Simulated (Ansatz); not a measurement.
Relaxation of CH4NO (7 atoms, charge -1, multiplicity 1), to a largest force component of 0.015 eV/Å in at most 40 steps.

These are results of RKS PBE/6-31G in Ansatz 0.2.0, not measurements.

```xyz
7
Properties=species:S:1:pos:R:3:forces:R:3
N -0.307 0.263 -0.862 0.71 -0.23 0.11
C 0.585 0.305 0.357 0.51 1.04 -0.04
O 0.454 -1.088 0.945 -0.83 0.12 1.09
H -0.329 1.216 -1.230 0.18 0.48 -0.47
H -1.287 0.024 -0.633 -1.31 -0.40 0.12
H 0.019 0.909 1.160 0.09 -0.31 0.09
H 0.864 -1.630 0.264 0.64 -0.70 -0.89
```

Question: Where does it end, and by what steps?

Answer: The forces met the threshold. Limits of this set-up: no polarisation functions, an anion without diffuse functions, the dipole of an ion depends on the origin. After 10 steps the energy has fallen by 0.154 eV; H4 moved furthest, 0.35 Å.

| step | energy less start (eV) | largest force component (eV/Å) | accepted |
| --- | --- | --- | --- |
| 0 | 0.0000 | 1.311 | yes |
| 1 | -0.1001 | 0.714 | yes |
| 2 | -0.1266 | 0.396 | yes |
| 3 | 0.0481 | 1.462 | no |
| 4 | -0.1437 | 0.224 | yes |
| 5 | -0.1502 | 0.169 | yes |
| 6 | -0.1404 | 0.410 | no |
| 7 | -0.1529 | 0.140 | yes |
| 8 | -0.1530 | 0.095 | yes |
| 9 | -0.1535 | 0.042 | yes |
| 10 | -0.1536 | 0.007 | yes |

```xyz
7
Properties=species:S:1:pos:R:3
N -0.394 0.305 -0.749
C 0.526 0.363 0.406
O 0.546 -1.125 0.963
H -0.169 1.007 -1.458
H -1.450 0.220 -0.647
H -0.022 0.810 1.299
H 0.962 -1.581 0.187
```

Time of the run: 12 s on 1 thread of Arm Neoverse V2, with other jobs on the host, peak memory 0.11 GiB.
